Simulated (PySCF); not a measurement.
# Al3: quartet, from a equilateral triangle start

The task is one start of a wider search on Al3: the quartet, from a equilateral triangle start. It is relaxed, tested by its Hessian and followed downhill if it is a saddle.

Program: PySCF 2.14.0. Level of theory: PBE0, basis Al def2-TZVP, no relativity, density fitting. These are calculated values, not measurements.

### Step 1. Where the work starts

3 atoms, charge 0, spin multiplicity 4.

Bond lengths: Al1–Al2 2.520 Å, Al1–Al3 2.520 Å, Al2–Al3 2.520 Å. Angles: Al2–Al1–Al3 60.0°, Al1–Al2–Al3 60.0°, Al1–Al3–Al2 60.0°.

Coordinates in bohr (charge 0 multiplicity 4):
```
Al    1.3747   -2.3811    0.0000
Al   -2.7494    0.0000    0.0000
Al    1.3747    2.3811    0.0000
```

### Step 2. Finding the electronic state

The steps below are one call of a driver around PySCF. For each, scf.py gives the equivalent set-up of the SCF; relaxations use the driver's own optimiser. After this first run the driver tries any further starts and a stability analysis.

Input file scf.py:

```python
from pyscf import gto, scf, dft
mol = gto.M(atom='''
Al     0.727470    -1.260010     0.000000
Al    -1.454930     0.000000     0.000000
Al     0.727460     1.260000     0.000000''',
    basis={'Al': 'def2-TZVP'},
    charge=0, spin=3)
mf = dft.UKS(mol, xc='PBE0')
mf.grids.atom_grid = (50, 194)
aux = {'Al': 'def2-universal-JKFIT'}
mf = mf.density_fit(auxbasis=aux)
mf.conv_tol = 1e-08
mf.diis_space = 10
mf.max_cycle = 60
mf.init_guess = 'minao'
mf.verbose = 4
mf.kernel()
```

Started as:

```bash
> OMP_NUM_THREADS=4 python axn.py task.json out
```

The program printed, shortened:

```text
[... the frontier levels of the middle cycles are left out ...]
init E= -727.088592826201
[... the frontier-level lines of each cycle are left out ...]
cycle= 1 E= -726.870182685788  delta_E= 0.218  |g|= 0.114  |ddm|= 1.23
cycle= 2 E= -726.874548866849  delta_E= -0.00437  |g|= 0.0675  |ddm|= 0.243
cycle= 3 E= -726.877161464028  delta_E= -0.00261  |g|= 0.0161  |ddm|= 0.0916
cycle= 4 E= -726.877439250477  delta_E= -0.000278  |g|= 0.00754  |ddm|= 0.0386
cycle= 5 E= -726.877515750617  delta_E= -7.65e-05  |g|= 0.00574  |ddm|= 0.0259
cycle= 6 E= -726.877562264048  delta_E= -4.65e-05  |g|= 0.00132  |ddm|= 0.012
cycle= 7 E= -726.877571756149  delta_E= -9.49e-06  |g|= 0.000598  |ddm|= 0.0077
cycle= 8 E= -726.877573202702  delta_E= -1.45e-06  |g|= 0.000551  |ddm|= 0.00309
cycle= 9 E= -726.877574143154  delta_E= -9.4e-07  |g|= 0.00015  |ddm|= 0.00235
cycle= 10 E= -726.877574356883  delta_E= -2.14e-07  |g|= 6.07e-05  |ddm|= 0.00145
cycle= 11 E= -726.877574402449  delta_E= -4.56e-08  |g|= 3.59e-05  |ddm|= 0.000679
cycle= 12 E= -726.877574418755  delta_E= -1.63e-08  |g|= 2.68e-05  |ddm|= 0.000392
cycle= 13 E= -726.877574431968  delta_E= -1.32e-08  |g|= 2.32e-05  |ddm|= 0.000374
cycle= 14 E= -726.877574444676  delta_E= -1.27e-08  |g|= 2.27e-05  |ddm|= 0.000373
[... 5 cycles left out ...]
cycle= 20 E= -726.877575082651  delta_E= -3.17e-07  |g|= 2.4e-05  |ddm|= 0.00995
cycle= 21 E= -726.877575295811  delta_E= -2.13e-07  |g|= 5.1e-05  |ddm|= 0.00705
cycle= 22 E= -726.87757527178  delta_E= 2.4e-08  |g|= 3.84e-05  |ddm|= 0.000867
cycle= 23 E= -726.877575433853  delta_E= -1.62e-07  |g|= 0.00105  |ddm|= 0.104
cycle= 24 E= -726.877576553604  delta_E= -1.12e-06  |g|= 0.000345  |ddm|= 0.0451
cycle= 25 E= -726.877576607451  delta_E= -5.38e-08  |g|= 0.000325  |ddm|= 0.00149
cycle= 26 E= -726.877576762916  delta_E= -1.55e-07  |g|= 0.000461  |ddm|= 0.0201
cycle= 27 E= -726.877577095147  delta_E= -3.32e-07  |g|= 0.000361  |ddm|= 0.0129
cycle= 28 E= -726.877577389131  delta_E= -2.94e-07  |g|= 0.000253  |ddm|= 0.0162
cycle= 29 E= -726.877577562726  delta_E= -1.74e-07  |g|= 0.000126  |ddm|= 0.0116
cycle= 30 E= -726.877577620496  delta_E= -5.78e-08  |g|= 0.000135  |ddm|= 0.0147
cycle= 31 E= -726.877577637483  delta_E= -1.7e-08  |g|= 0.000106  |ddm|= 0.00187
cycle= 32 E= -726.877577662214  delta_E= -2.47e-08  |g|= 3.52e-05  |ddm|= 0.00426
cycle= 33 E= -726.877577665063  delta_E= -2.85e-09  |g|= 5.81e-06  |ddm|= 0.000754
Extra cycle  E= -726.877577665079  delta_E= -1.59e-11  |g|= 6.37e-06  |ddm|= 2.26e-05
converged SCF energy = -726.877577665079  <S^2> = 3.7691981  2S+1 = 4.0095876
```

This step, with its further starts and checks, ran for 12 s (4 threads of Arm Neoverse V1, shared host).

Energies from each starting density:

```tsv
start	energy (Eh)
the minimal-basis guess	-726.877578
a thermally smeared density	-726.877577
a smeared PBE density	-726.877576
```

No lower solution of this spin turned up from the other starts or in the test of internal stability.

### Step 3. Relaxing the quartet from the equilateral triangle start

The program finds D3h symmetry in the start, which this walk keeps. Threshold on the gradient: 0.0003 Eh/bohr, with a further test on the energy change.

scf.py: that of step 2 with these lines changed.

```diff
@@ -3,3 +3,3 @@
-Al     0.727470    -1.260010     0.000000
-Al    -1.454930     0.000000     0.000000
-Al     0.727460     1.260000     0.000000''',
+Al     0.727466    -1.260005     0.000000
+Al    -1.454929    -0.000001     0.000000
+Al     0.727464     1.260006     0.000000''',
@@ -15 +14,0 @@
-mf.init_guess = 'minao'
```

Energy and gradient, step by step:

```tsv
step	energy (Eh)	change (kJ/mol)	largest symmetric gradient (Eh/bohr)
0	-726.877578	0.00	0.01837
1	-726.879711	-5.60	0.01131
2	-726.881217	-9.55	0.00230
3	-726.881293	-9.75	0.00034
4	-726.881294	-9.76	0.00001
```

The walk took 7.2 s.

Positions (Å) and forces (eV/Å) along the way, with the part that breaks the symmetry left in:

```
step 0
Al   0.727  -1.260   0.000   0.238  -1.237   0.000
Al  -1.455   0.000   0.000  -0.465   0.006   0.000
Al   0.727   1.260   0.000   0.228   1.231   0.000
step 1
Al   0.740  -1.282   0.000   0.060  -0.915   0.000
Al  -1.480   0.000   0.000  -0.109   0.006   0.000
Al   0.740   1.282   0.000   0.050   0.910   0.000
step 2
Al   0.760  -1.317   0.000  -0.166  -0.503   0.000
Al  -1.521   0.000   0.000   0.342   0.005   0.000
Al   0.760   1.317   0.000  -0.175   0.498   0.000
step 3
Al   0.765  -1.326   0.000  -0.215  -0.413   0.000
Al  -1.531   0.000   0.000   0.439   0.005   0.000
Al   0.765   1.326   0.000  -0.224   0.408   0.000
step 4
Al   0.766  -1.327   0.000  -0.223  -0.398   0.000
Al  -1.533   0.000   0.000   0.455   0.005   0.000
Al   0.766   1.327   0.000  -0.232   0.393   0.000
```

It settles in D3h symmetry, 9.8 kJ/mol below the start, after 4 steps: Al–Al 2.655 Å (×3); Al–Al–Al 60.0° (×3). A gradient of 0.0089 Eh/bohr that breaks the symmetry is left: this electronic state wants a lower symmetry.

### Step 4. Relaxing without the symmetry constraint

The geometry is nudged along the force that breaks the symmetry.

The program finds C2v symmetry in the start, which may break.

scf.py: that of step 3 with these lines changed.

```diff
@@ -3,3 +3,3 @@
-Al     0.727466    -1.260005     0.000000
-Al    -1.454929    -0.000001     0.000000
-Al     0.727464     1.260006     0.000000''',
+Al     0.748617    -1.358037    -0.000000
+Al    -1.497214    -0.000010     0.000000
+Al     0.748598     1.358047     0.000000''',
```

Energy and gradient, step by step:

```tsv
step	energy (Eh)	change (kJ/mol)	largest gradient (Eh/bohr)
0	-726.882797	0.00	0.00602
1	-726.883407	-1.60	0.00437
2	-726.884284	-3.91	0.00173
3	-726.884324	-4.01	0.00125
4	-726.884348	-4.07	0.00071
5	-726.884352	-4.08	0.00019
6	-726.884353	-4.08	0.00002
```

The walk took 11 s.

Geometry (Å) and forces (eV/Å) at some steps:

```
step 0
Al   0.749  -1.358   0.000  -0.153  -0.277   0.000
Al  -1.497   0.000   0.000   0.309   0.002   0.000
Al   0.749   1.358   0.000  -0.157   0.275   0.000
step 1
Al   0.739  -1.376   0.000  -0.112  -0.217   0.000
Al  -1.478   0.000   0.000   0.225   0.000   0.000
Al   0.739   1.376   0.000  -0.113   0.217   0.000
step 3
Al   0.708  -1.443   0.000   0.032  -0.056   0.000
Al  -1.415   0.000   0.000  -0.064  -0.001   0.000
Al   0.708   1.443   0.000   0.033   0.057   0.000
step 6
Al   0.709  -1.455   0.000   0.001   0.000   0.000
Al  -1.417   0.000   0.000  -0.001   0.000   0.000
Al   0.709   1.455   0.000   0.000  -0.001   0.000
```

After 6 steps and 4.1 kJ/mol it ends at C2v: Al–Al 2.576 Å (×2), Al–Al 2.910 Å; Al–Al–Al 55.6° (×2), Al–Al–Al 68.8°.

### Step 5. Hessian and properties

The point is checked on the finer grid, and tightened if its gradient asks for it. The Hessian and the dipole derivatives come from central differences of analytic gradients, with steps of 0.02 bohr.

scf.py: that of step 4 with these lines changed.

```diff
@@ -3,3 +3,3 @@
-Al     0.748617    -1.358037    -0.000000
-Al    -1.497214    -0.000010     0.000000
-Al     0.748598     1.358047     0.000000''',
+Al     0.708767    -1.455043    -0.000000
+Al    -1.417485    -0.000024     0.000000
+Al     0.708718     1.455067     0.000000''',
@@ -9 +9 @@
-mf.grids.atom_grid = (50, 194)
+mf.grids.atom_grid = (75, 302)
@@ -12 +12 @@
-mf.conv_tol = 1e-08
+mf.conv_tol = 1e-10
```

The driver hands on the density of the step before, so the log starts near convergence.

Log of the central SCF (cycles and frontier levels):

```text
init E= -726.884386513647
[... the frontier-level lines of each cycle are left out ...]
cycle= 1 E= -726.884386513644  delta_E= 2.61e-12  |g|= 2.18e-06  |ddm|= 6.78e-06
Extra cycle  E= -726.884386513634  delta_E= 1.03e-11  |g|= 3.78e-06  |ddm|= 1.1e-05
converged SCF energy = -726.884386513634  <S^2> = 3.7599887  2S+1 = 4.0049912
```

The whole step took 35 s.

Geometry: C2v; Al–Al 2.576 Å (×2), Al–Al 2.910 Å; Al–Al–Al 55.6° (×2), Al–Al–Al 68.8°.

Harmonic modes (main isotopes):

```tsv
symmetry	ω (cm⁻¹)	IR (km/mol)	μ (u)
a1	157	1.4	26.98
b2	287	9.0	26.98
a1	321	1.6	26.98
```

All wavenumbers are real: a minimum.

Constants and moments:

```yaml
Dipole_moment: 0.11 D
Highest_occupied_level: -4.69 eV
Lowest_empty_level: -2.96 eV
Rotational_constants: 0.2073, 0.1476, 0.0862 cm⁻¹
Zero-point_energy: 4.6 kJ/mol
Principal_polarisabilities: 94.2, 169.2, 183.5 bohr³
Atomisation_energy_without_zero-point_energy: 361 kJ/mol
Principal_traceless_quadrupole_moments_about_the_centre_of_mass: -1.64, 0.63, 1.01 D Å
Entropy_at_298.15_K_and_1_bar_electronic_part_spin_only: 300.4 J/(mol K)
Heat_capacity_Cp_at_298.15_K: 55.1 J/(mol K)
Enthalpy_at_298.15_K_above_0_K: 13.75 kJ/mol
Rotational_symmetry_number: 2
Spin_squared_⟨S²⟩: 3.760
```

Charges (e) and bond orders:

| atom | Mulliken | Löwdin | polar tensor | spin (Mulliken) | Mayer order to Al1 |
| --- | --- | --- | --- | --- | --- |
| Al1 | 0.03 | 0.03 | 0.06 | 0.98 | – |
| Al2 | -0.06 | -0.07 | -0.13 | 1.04 | 1.06 |
| Al3 | 0.03 | 0.03 | 0.06 | 0.98 | 0.67 |

Mulliken populations on Al1: s 5.77, p 7.10, d 0.09, f 0.01.

### Step 6. Summary of results

| quantity | value |
| --- | --- |
| minimum | quartet, C2v |
| geometry | Al–Al 2.576 Å (×2), Al–Al 2.910 Å; Al–Al–Al 55.6° (×2), Al–Al–Al 68.8° |
| wavenumbers (cm⁻¹) | 157 (a1), 287 (b2), 321 (a1) |
| dipole moment | 0.11 D |
| highest occupied, lowest empty level (either spin) | -4.69, -2.96 eV |
| polar-tensor charge of Al1 | +0.06 e |
| zero-point energy | 4.6 kJ/mol |
| entropy at 298.15 K | 300.4 J/(mol K) |
| atomisation energy (no zero-point energy) | 361 kJ/mol |
| ⟨S²⟩ | 3.760 |

What this shows: The equilateral triangle start (D3h) ends in a minimum of C2v symmetry. In the infrared the band at 287 cm⁻¹ (b2) leads. Other starts or spin states, not run here, may lie lower.

The search up to here ran for 65 s (4 threads of Arm Neoverse V1, shared host).
